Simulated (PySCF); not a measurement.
**Computed data sheet: `CCCC(=O)O`**

Compound: C₄H₈O₂.
Cartesian coordinates in Å at the GFN2-xTB level; atoms count from 1:
```xyz
14
C4H8O2 angstrom
C     -1.9440   -0.3626    0.6534
C     -0.6632    0.4347    0.4474
C      0.3880   -0.3719   -0.3089
C      1.6599    0.4067   -0.5182
O      1.8741    1.5292   -0.1505
O      2.5727   -0.3134   -1.1903
H     -2.6755    0.2325    1.1944
H     -2.3757   -0.6502   -0.3028
H     -1.7468   -1.2666    1.2257
H     -0.8795    1.3471   -0.1105
H     -0.2534    0.7346    1.4130
H      0.0165   -0.6734   -1.2912
H      0.6427   -1.2862    0.2324
H      3.3835    0.2043   -1.3159
```

Structural features include: carboxylic acid.

**GFN2-xTB geometry**

- Point group of the GFN2-xTB geometry: Cs
- Rotational constants A, B, C of the GFN2-xTB geometry: 9.117, 1.851, 1.584 GHz

**CAM-B3LYP/def2-SVPD ground state and vertical TDDFT (core frozen in the response) (PySCF)**

* Dipole moment: 1.65 D
* HOMO energy: -9.68 eV
* LUMO energy: 1.04 eV
* HOMO–LUMO gap: 10.72 eV
* Lowest singlet excitation: 5.96 eV (208 nm, f = 0.000)
* Strongest line among the 8 lowest singlet transitions: S5 at 8.84 eV (140 nm, f = 0.103)
* Lowest triplet excitation (Tamm–Dancoff): 5.45 eV
* Static isotropic polarisability: 56.6 au
* Electronic spatial extent ⟨r²⟩ about the centre of nuclear charge: 756 bohr²

**delta-SCF UKS SCAN, pcX-2 on the ionised atom, pcseg-1 elsewhere, spin-free X2C (PySCF)**

- Core binding energies: C1s 290.7 (C1), C1s 290.7 (C2), C1s 291.2 (C3), C1s 294.9 (C4), O1s 537.9 (O5), O1s 540.0 (O6) eV

Monoisotopic mass (most abundant isotopes): 88.0524 u.

No computed singlet falls in the visible range (750 to 380 nm, 1.65 to 3.26 eV); S1 lies 2.70 eV above its blue end. The largest Löwdin shares of the HOMO are 0.66 on O5, 0.11 on O6, 0.09 on C4 and 0.09 on C3. A dipole of 1.65 D is allowed in Cs, and pure rotational transitions are dipole-allowed. The vertical singlet–triplet gap S1 − T1 is 0.51 eV (TDDFT singlet less Tamm–Dancoff triplet; S1: HOMO→LUMO+1, weight 0.94; T1: HOMO→LUMO+1, weight 0.93). The dipole matches unit charges of opposite sign 0.34 Å apart (1 e·Å = 4.8032 D). The 8 singlets span 5.96 to 9.19 eV, and their oscillator strengths add up to 0.25.

The structure is a single GFN2-xTB conformer in the gas phase; no vibrational or solvent corrections.

For the TDDFT job (CAM-B3LYP/def2-SVPD), time: 29 s of wall time. Hardware: Arm Neoverse V2, one thread, on a shared host.
